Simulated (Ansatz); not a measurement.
**CH4NSi (doublet): wave-function methods side by side at distance Si1–H5 along a hydrogen transfer = 1.777 Å, cc-pVDZ**

How much of the correlation energy of CH4NSi (doublet) does each wave-function method recover here?

The runs use Ansatz 0.2.0, Gaussian basis; cc-pVDZ, core rule «outside noble gas», up to 7 orbitals frozen.

To be run: UHF; CCSD(T) on ROHF; CCSD(T) on UHF; BCCD(T) on ROHF; CISD; CCSDT(Q) on ROHF; CCSDT(Q) on UHF; CASSCF and MRCISD+Q, 3 electrons in 3 orbitals; CASSCF and NEVPT2, 3 electrons in 3 orbitals; CASSCF and MRCISD+Q, 9 electrons in 9 orbitals; CASSCF and NEVPT4(SD), 9 electrons in 9 orbitals; CASSCF and NEVPT2, 9 electrons in 9 orbitals.

## 1. The system

The geometry derives from fragments relaxed apart (PBE0/def2-TZVP) and kept rigid, so it is no stationary point. A hydrogen atom is moved between rigid fragments.

7 atoms, charge 0, spin multiplicity 2.

Atoms are counted from 1 here; the program's logs count them from 0.

Bond lengths: Si1–H2 1.485 Å, Si1–H3 1.485 Å, Si1–H4 1.485 Å, N6–C7 1.160 Å. Angles: H2–Si1–H3 109.5°, H2–Si1–H4 109.5°, H3–Si1–H4 109.5°.

## 2. UHF

The input, in.yaml:

```yaml
crystal:
  periodic: [false, false, false]
  atoms:
    - {symbol: Si, position_ang: [-1.742650, 0.000000, 0.000000]}
    - {symbol: H, position_ang: [-2.237521, 1.399708, 0.000000]}
    - {symbol: H, position_ang: [-2.237521, -0.699854, 1.212183]}
    - {symbol: H, position_ang: [-2.237521, -0.699854, -1.212182]}
    - {symbol: H, position_ang: [0.034350, 0.000000, 0.000000]}
    - {symbol: N, position_ang: [2.675434, 0.000000, -0.000001]}
    - {symbol: C, position_ang: [1.515350, 0.000000, 0.000000]}
basis:
  gaussian: {orbitals: cc-pVDZ}
magnetization: {spin_polarized: true, initial_magnetization: 1}
hamiltonian: {xc: hf}
output: {orbitals: {seedname: orbitals}}
```

Started as:

```
ansatz run in.yaml --threads 1 --pin off --events-out ev --progress --plain --max-ram 2816MiB --backend cpu
```

The runs that follow: CCSD(T) on ROHF; CCSD(T) on UHF; BCCD(T) on ROHF; CISD; CCSDT(Q) on ROHF; CCSDT(Q) on UHF; CASSCF and MRCISD+Q, 3 electrons in 3 orbitals; CASSCF and NEVPT2, 3 electrons in 3 orbitals; CASSCF and MRCISD+Q, 9 electrons in 9 orbitals; CASSCF and NEVPT4(SD), 9 electrons in 9 orbitals; CASSCF and NEVPT2, 9 electrons in 9 orbitals.

**Question.** What will the summary of the whole plan be? Wanted: UCCSDT(Q) below the RHF energy; RMP2 from UCCSDT(Q); UMP2 from UCCSDT(Q); RCCSD from UCCSDT(Q); RCCSD(T) from UCCSDT(Q); UCCSD(T) from UCCSDT(Q); RCCSDT(Q) from UCCSDT(Q); NEVPT2 pair from UCCSDT(Q); MRCISD+Q pair from UCCSDT(Q).

As calculated:

| quantity | value |
| --- | --- |
| UCCSDT(Q) below the RHF energy | -12.3796 eV |
| RMP2 from UCCSDT(Q) | +1491.1 meV |
| UMP2 from UCCSDT(Q) | +2001.3 meV |
| RCCSD from UCCSDT(Q) | +533.5 meV |
| RCCSD(T) from UCCSDT(Q) | +72.4 meV |
| UCCSD(T) from UCCSDT(Q) | +99.0 meV |
| RCCSDT(Q) from UCCSDT(Q) | +0.5 meV |
| NEVPT2 pair from UCCSDT(Q) | +1487.9 meV |
| MRCISD+Q pair from UCCSDT(Q) | +396.7 meV |
| NEVPT2 frontier from UCCSDT(Q) | +1760.9 meV |
| levels within 1 kcal/mol (43 meV) | RCCSDT(Q) |
| T1 diagnostic | 0.025 |

In words: RCCSD(T) misses by +72.4 meV, 0.6 % of the correlation energy. CCSD(T) misses by +72.4 meV on the restricted determinant and by +99.0 meV on the unrestricted one; the two need not hold the same state or core. Of the multireference levels listed MRCISD+Q frontier comes nearest in total energy (+130.6 meV), which doesn't show that its space is the better one. These misses are within one basis, not against nature; the frozen cores of restricted and unrestricted runs differ, which can shift their rows.
